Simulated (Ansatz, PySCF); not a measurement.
UKS-B3LYP/6-31G* against FCI for diatomic hydrides: harmonic wavenumber.

Values in cm⁻¹, from Ansatz (an electronic-structure program) and PySCF. Where two bases are given, the first is that of UKS-B3LYP/6-31G*. Full CI is exact in its basis, with frozen cores. Scans on which UKS-B3LYP/6-31G* failed, held another spin at the minimum or broke off are missing, so the means are lower bounds.

```
system                             basis  UKS-B3LYP/6-31G*   FCI  UKS-B3LYP/6-31G* − FCI
------------------  --------------------  ----------------  ----  ----------------------
HGa singlet         6-31G* / aug-cc-pVTZ              1550  1580                     -30
HN triplet            6-31G* / def2-TZVP              3240  3230                      10
HGa singlet             6-31G* / cc-pVDZ              1550  1610                     -60
HMg doublet             6-31G* / cc-pVQZ              1440  1490                     -50
HSe doublet             6-31G* / cc-pVDZ              2390  2420                     -30
HLi singlet         6-31G* / aug-cc-pVDZ              1400  1340                      60
HCl singlet            6-31G* / def2-SVP              2940  3060                    -120
HGa singlet         6-31G* / aug-cc-pVQZ              1540  1600                     -60
HLi singlet           6-31G* / def2-TZVP              1400  1410                     -10
HCl cation doublet  6-31G* / aug-cc-pVDZ              2670  2660                      10
HBe doublet             6-31G* / cc-pVQZ              2070  2050                      20
```

Task: What do these rows say about the size and sign of the difference from FCI?

Result: The mean difference from FCI is -24 cm⁻¹ (median -30) and the mean absolute one 42 cm⁻¹ (median 30); UKS-B3LYP/6-31G* lies above in 4 and below in 7 of 11 cases. It is closest for HN triplet (10), HLi singlet (-10), HCl cation doublet (10) and furthest off for HCl singlet (-120), HGa singlet (-60), HLi singlet (60).
